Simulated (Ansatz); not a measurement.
**[BCl2]+ (SMILES Cl[B+]Cl): the energy, rung by rung**

The species is [BCl2]+ (3 atoms), meant as a singlet with charge +1. SMILES: `Cl[B+]Cl`. The coordinates come from a GFN2-xTB relaxation.

```xyz
3

Cl   -1.2384    0.7665   -0.5913
B     0.0007    0.0014    0.0006
Cl    1.2376   -0.7678    0.5907
```

Each level gives the energy change with the Cl1–B2 bond stretched from 1.572 to 1.965 Å (eV). The values are calculated.

```tsv
level	kind	program	value (eV)	less CCSD(T)/STO-3G
HF/STO-3G (restricted)	Hartree–Fock	Ansatz	1.01	+0.22
SVWN5/STO-3G (restricted)	LDA	Ansatz	1.01	+0.22
BLYP/STO-3G (restricted)	GGA	Ansatz	0.71	-0.08
BHLYP/STO-3G (restricted)	global hybrid	Ansatz	1.01	+0.22
wB97M-V/STO-3G (restricted)	range-separated hybrid	Ansatz	0.97	+0.18
B2PLYP/STO-3G (restricted)	double hybrid	Ansatz	0.89	+0.10
RPA@PBE/STO-3G (restricted)	RPA	Ansatz	0.69	-0.10
MP2/STO-3G (restricted)	perturbation theory	Ansatz	0.95	+0.16
CCSD(T)/STO-3G (restricted)	coupled cluster or CI	Ansatz	0.79	0.00
CCSD/STO-3G (restricted)	coupled cluster or CI	Ansatz	0.80	+0.01
```

Differences are taken from CCSD(T)/STO-3G (restricted) for orientation; it has basis-set and higher-order errors of its own. Its T1 diagnostic reaches 0.025, a sign that one reference may not serve. The first shape isn't each level's own minimum. The values span 0.69 to 1.01 eV. All rows use very small basis sets, so even the best lies far from the true value.
